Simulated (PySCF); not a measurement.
Metal–ligand bonds in Hf(F)3–Y. All species are isolated molecules in the gas phase. One relaxed conformer stands for each flexible species; it need not be the lowest. Multiplicities are imposed; where one is given, others were not computed. Strings in code marks are SMILES.

Method: PBE-D3(BJ)/def2-TZVP // PBE-D3(BJ)/def2-SVP in PySCF. 

| species | highest occupied spin orbital (eV) |
|---|---|
| ligand removed as a radical ([Hf(F)3]) | … |
| free radical OH | -7.14 |
| free radical NH2 (`[NH2]`) | -7.20 |
| free radical CH3 (`[CH3]`) | -5.38 |
| free radical OCH3 (`C[O]`) | -5.97 |
| free radical N(CH3)2 (`C[N]C`) | -5.56 |
| free radical SH (`[SH]`) | -6.12 |

**Question.** Complete the blanks.

**Answer.** 
- ligand removed as a radical ([Hf(F)3]), highest occupied spin orbital (eV): -5.11
